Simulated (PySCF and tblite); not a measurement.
Results of a calculation; reference values are marked as such.
C₃H₈O, numbered as in [CH3:1][CH2:2][O:3][CH3:4]. The same 2 conformers on PBE0-D3(BJ)/def2-SVP geometries, with only the basis set of the single-point energies changed (functional PBE0, solvent none (gas phase), D3(BJ) where defined; PySCF).

Torsions listed: C1–C2–O3–C4. Of a mirror pair one member is shown.

| conformer | shape | symmetry | dipole D |
| --- | --- | --- | --- |
| 1 | 180° | Cs | 1.07 |
| 2 | 73° | C1 (pair) | 1.21 |

Energies (kcal/mol) above conformer 1 and its weight at 298.15 K (thermal terms from GFN2-xTB):

```json
{"basis set": "def2-TZVP", "E(2) − E(1)": "1.29", "weight of 1 (%)": "86"}
{"basis set": "6-31G*", "E(2) − E(1)": "1.02", "weight of 1 (%)": "79"}
{"basis set": "def2-SVP", "E(2) − E(1)": "?", "weight of 1 (%)": "?"}
{"basis set": "pcseg-1", "E(2) − E(1)": "1.13", "weight of 1 (%)": "82"}
{"basis set": "6-311G**", "E(2) − E(1)": "1.15", "weight of 1 (%)": "83"}
{"basis set": "def2-SVPD", "E(2) − E(1)": "1.26", "weight of 1 (%)": "85"}
{"basis set": "pcseg-2", "E(2) − E(1)": "1.25", "weight of 1 (%)": "85"}
```

Problem. What does def2-SVP give?

Solution. E(2) − E(1) = 1.17 kcal/mol, weight of conformer 1 83 %.

Problem. How much does the choice of basis set matter?

Solution. The widest range is that of E(2) − E(1), which runs from 1.02 (6-31G*) to 1.29 kcal/mol (def2-TZVP), a spread of 0.27, against RT = 0.59.
